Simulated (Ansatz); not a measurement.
fcc Ag was calculated with PBEsol (Ansatz, a first-principles code, PAW).

Numerical settings: plane-wave cutoff 500 eV, 30×30×30 k mesh, Fermi–Dirac smearing 0.1 eV, no spin polarisation, scalar-relativistic PAW data made under PBE.

Computed at the level's own relaxed cell.

Question: Give the computed equilibrium volume per atom and equilibrium lattice constant a.

Answer: 
- equilibrium volume per atom: 16.66 Å³/atom
- equilibrium lattice constant a: 4.054 Å

Measured, for comparison: equilibrium volume per atom 16.76 Å³/atom (static lattice: zero-point anharmonic expansion removed; as tabulated in Mejia-Rodriguez and Trickey (2018), arXiv:1807.09216); lattice constant a 4.062 Å (static lattice: zero-point anharmonic expansion removed, our sources range from 4.056 to 4.063; as tabulated in Mejia-Rodriguez and Trickey (2018), arXiv:1807.09216). Computed (rounded) less measured: equilibrium volume per atom -0.6 %, lattice constant a -0.2 % (0.0 % to -0.2 % over the range).

Computing time: roughly 100 core-seconds.
